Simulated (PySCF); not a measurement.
C₂H₆N (SMILES CC[NH-]), charge -1, singlet, at a GFN2-xTB geometry; PySCF with MP2/3-21G.

Here is a job for PySCF.
```python
from pyscf import gto, scf, mp

mol = gto.Mole()
mol.atom = '''
    C     1.19119079   -0.38292669    0.00717213
    C    -0.13122655    0.52167957    0.02064457
    N    -1.34791120   -0.10755068    0.08388981
    H     2.09946740    0.22915829    0.01714482
    H     1.19406526   -1.03706791    0.87919469
    H     1.20063277   -1.00631015   -0.88849714
    H     0.06822949    1.23865150   -0.89692383
    H    -0.02730219    1.17890666    0.90869617
    H    -1.45949966   -0.68300083   -0.77374348
'''
mol.basis = '3-21g'
mol.charge = -1
mol.verbose = 4
mol.build()

mf = scf.UHF(mol)
mf.kernel()

pt = mp.MP2(mf)
pt.kernel()
print('E(MP2) = %.10f' % pt.e_tot)
mf.analyze()
```

What the program printed (banner, timings and long lists left out):

```
PySCF version 2.14.0

[INPUT] verbose = 4
[INPUT] num. atoms = 9
[INPUT] num. electrons = 26
[INPUT] charge = -1
[INPUT] spin (= nelec alpha-beta = 2S) = 0
[INPUT] symmetry False subgroup None
[INPUT] Mole.unit = angstrom
[INPUT] Symbol           X                Y                Z      unit          X                Y                Z       unit  Magmom
[...]
nuclear repulsion = 75.0694222925484
number of shells = 27
number of NR pGTOs = 63
number of NR cGTOs = 39
basis = 3-21g
ecp = {}

******** <class 'pyscf.scf.uhf.UHF'> ********
method = UHF
initial guess = minao
damping factor = 0
level_shift factor = 0
DIIS = <class 'pyscf.scf.diis.CDIIS'>
diis_start_cycle = 1
diis_space = 8
diis_damp = 0
SCF conv_tol = 1e-09
SCF conv_tol_grad = None
SCF max_cycles = 50
direct_scf = True
direct_scf_tol = 1e-13
number electrons alpha = 13  beta = 13
Set gradient conv threshold to 3.16228e-05
init E= -132.730346027766
cycle= 1 E= -132.712413707212  delta_E= 0.0179  |g|= 0.384  |ddm|= 1.85
cycle= 2 E= -132.769122956456  delta_E= -0.0567  |g|= 0.218  |ddm|= 0.878
cycle= 3 E= -132.789193240553  delta_E= -0.0201  |g|= 0.0235  |ddm|= 0.323
cycle= 4 E= -132.789668836066  delta_E= -0.000476  |g|= 0.00461  |ddm|= 0.0459
cycle= 5 E= -132.789690396085  delta_E= -2.16e-05  |g|= 0.00173  |ddm|= 0.0141
cycle= 6 E= -132.789693771573  delta_E= -3.38e-06  |g|= 0.000473  |ddm|= 0.00617
cycle= 7 E= -132.789694152075  delta_E= -3.81e-07  |g|= 0.000148  |ddm|= 0.00239
cycle= 8 E= -132.789694199468  delta_E= -4.74e-08  |g|= 6.13e-05  |ddm|= 0.000821
cycle= 9 E= -132.789694209241  delta_E= -9.77e-09  |g|= 2.14e-05  |ddm|= 0.000383
cycle= 10 E= -132.789694210444  delta_E= -1.2e-09  |g|= 9.33e-06  |ddm|= 0.000129
cycle= 11 E= -132.789694210654  delta_E= -2.1e-10  |g|= 4.3e-06  |ddm|= 5.28e-05
Extra cycle  E= -132.789694210682  delta_E= -2.8e-11  |g|= 2.81e-06  |ddm|= 1.19e-05
converged SCF energy = -132.789694210682  <S^2> = 2.2151347e-10  2S+1 = 1

******** <class 'pyscf.mp.ump2.UMP2'> ********
nocc = (np.int64(13), np.int64(13)), nmo = (39, 39)
E(UMP2) = -133.089055532235  E_corr = -0.299361321552925
E(SCS-UMP2) = -133.092344249405  E_corr = -0.302650038723297
E_corr(same-spin) = -0.0652887082387068
E_corr(oppo-spin) = -0.234072613314218
E(MP2) = -133.0890555322
**** SCF Summaries ****
Total Energy =                        -132.789694210682057
Nuclear Repulsion Energy =              75.069422292548410
One-electron Energy =                 -334.156492731082494
[...]
spin_pop of  0 C 2py       0.00000
spin_pop of  0 C 2pz       0.00000
spin_pop of  0 C 3px       0.00000
spin_pop of  0 C 3py       0.00000
spin_pop of  0 C 3pz      -0.00000
spin_pop of  1 C 1s       -0.00000
spin_pop of  1 C 2s        0.00000
spin_pop of  1 C 3s       -0.00000
spin_pop of  1 C 2px      -0.00000
spin_pop of  1 C 2py       0.00000
spin_pop of  1 C 2pz       0.00000
spin_pop of  1 C 3px       0.00000
spin_pop of  1 C 3py      -0.00000
spin_pop of  1 C 3pz      -0.00000
spin_pop of  2 N 1s       -0.00000
spin_pop of  2 N 2s       -0.00000
spin_pop of  2 N 3s       -0.00000
spin_pop of  2 N 2px      -0.00000
spin_pop of  2 N 2py       0.00000
spin_pop of  2 N 2pz       0.00001
spin_pop of  2 N 3px      -0.00000
spin_pop of  2 N 3py       0.00000
spin_pop of  2 N 3pz       0.00000
spin_pop of  3 H 1s       -0.00000
spin_pop of  3 H 2s        0.00000
spin_pop of  4 H 1s       -0.00000
spin_pop of  4 H 2s        0.00000
spin_pop of  5 H 1s       -0.00000
spin_pop of  5 H 2s        0.00000
spin_pop of  6 H 1s       -0.00001
spin_pop of  6 H 2s       -0.00000
spin_pop of  7 H 1s        0.00000
spin_pop of  7 H 2s       -0.00000
spin_pop of  8 H 1s       -0.00001
spin_pop of  8 H 2s        0.00000
 ** Mulliken Spin Density (per atom)  **
spin density of  0 C =      0.00001
spin density of  1 C =      0.00000
spin density of  2 N =      0.00001
spin density of  3 H =     -0.00000
spin density of  4 H =     -0.00000
spin density of  5 H =     -0.00000
spin density of  6 H =     -0.00001
spin density of  7 H =      0.00000
spin density of  8 H =     -0.00001
 ** Mulliken pop alpha/beta on meta-lowdin orthogonal AOs **
 ** Mulliken pop       alpha | beta **
[...]
In total            13.00000 | 13.00000
 ** Mulliken atomic charges   ( Nelec_alpha | Nelec_beta ) **
charge of  0C =     -0.30418  (     3.15210      3.15209 )
charge of  1C =      0.02857  (     2.98572      2.98571 )
charge of  2N =     -0.82155  (     3.91078      3.91077 )
charge of  3H =      0.02712  (     0.48644      0.48644 )
charge of  4H =      0.05246  (     0.47377      0.47377 )
charge of  5H =      0.04680  (     0.47660      0.47660 )
charge of  6H =     -0.08548  (     0.54274      0.54274 )
charge of  7H =      0.01644  (     0.49178      0.49178 )
charge of  8H =      0.03983  (     0.48008      0.48009 )

WARN: System has nonzero charge -1; the dipole moment is origin-dependent.
Location of origin: [0. 0. 0.]

Dipole moment(X, Y, Z, Debye):  4.27881, -0.36301, -0.73665
```
